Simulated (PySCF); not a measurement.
# How the method moves the HOMO and LUMO of phosphorus pentafluoride

Species: phosphorus pentafluoride, PF₅.
Structure used (PBE0-D3(BJ)/def2-SVP), in Å, numbered top down from 1:
```xyz
6
PF5 angstrom
F      0.642   -0.574   -1.352
P      0.003   -0.005   -0.008
F      1.110    1.104    0.049
F      0.244   -1.389    0.692
F     -1.344    0.268   -0.763
F     -0.636    0.564    1.337
```

Basis pcSseg-2 throughout (PySCF), one geometry. Geometry: PBE0-D3(BJ)/def2-SVP; no solvent, vibrations or thermal averaging.

Q: How do the orbital energies and the gap change with the method?

A: 
```tsv
method	kind	HOMO (eV)	LUMO (eV)	gap (eV)	SCF cycles
B97-D	GGA	-10.12	-1.22	8.90	14
KT2	GGA	-10.28	-1.62	8.66	15
KT3	GGA	-10.28	-1.51	8.77	14
B3LYP	global hybrid	-11.95	-0.51	11.44	12
PBE0	global hybrid	-12.27	-0.10	12.17	12
mPW1PW91	global hybrid	-12.32	-0.10	12.22	12
```

The HOMO spans 2.20 eV, from B97-D down to mPW1PW91, and the gap runs from 8.66 eV (KT2) to 12.22 eV (mPW1PW91). Over the methods B97-D (0 %), KT2 (0 %), KT3 (0 %), B3LYP (20 %), PBE0 (25 %), mPW1PW91 (25 %), a straight line through the gap against the share of exact exchange rises by 1.36 eV for each 10 % (correlation coefficient 0.999). The dipole is below 0.03 D at every level.
